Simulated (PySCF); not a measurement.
Molecule: `CCC(=O)C=O`, C$_{4}$H$_{6}$O$_{2}$.

Geometry (Å), atoms numbered from 1 in this order:
```xyz
12

C     1.729   -0.045   -0.235
C     0.234   -0.109   -0.507
C    -0.588    0.136    0.723
O    -0.154    0.365    1.824
C    -2.099    0.076    0.498
O    -2.618   -0.142   -0.559
H     2.009   -0.791    0.504
H     2.290   -0.225   -1.148
H     1.997    0.933    0.156
H    -0.066    0.630   -1.255
H    -0.056   -1.086   -0.906
H    -2.678    0.257    1.423
```

Frames of a GFN2-xTB Langevin trajectory at 200 K; GIAO PBE0/pcSseg-1 shieldings in PySCF 2.14, gas phase, non-relativistic; equivalent atoms averaged within each frame.

δ = σ(ref) − σ, references computed at the same level: ¹³C (σ = 186.93 ppm) and ¹H (σ = 31.72 ppm) vs TMS; H2O for ¹⁷O (σ = 336.08 ppm). The references are static minima.

Problem. How do the shifts (ppm) fluctuate along the trajectory?

Solution. 
```tsv
time (fs)	C3	C5	C2	C1	O4	O6	H12	H10/H11	H7/H8/H9
optimised geometry	205.8	197.3	34.2	8.1	685.4	709.5	9.31	2.79	1.15
250	207.8	193.1	23.1	13.6	693.0	688.1	9.21	3.21	1.56
425	216.2	200.7	30.0	6.8	653.0	679.4	9.21	2.82	1.10
625	208.5	210.8	29.7	3.4	641.4	743.9	10.15	1.79	1.51
800	213.6	198.5	31.2	-0.1	666.9	692.9	9.57	3.28	0.94
1000	212.2	217.9	37.7	12.5	645.1	756.1	10.34	2.67	1.83
mean of frames	211.7	204.2	30.3	7.3	659.9	712.1	9.69	2.75	1.39
standard deviation	3.5	10.0	5.2	5.8	21.0	35.2	0.53	0.59	0.36
```

5 frames give an uncertainty of the mean of about the standard deviation over 2.2 at best, since frames this close in time may not be independent; classical motion lacks zero-point vibration, and the reference would need the same averaging.
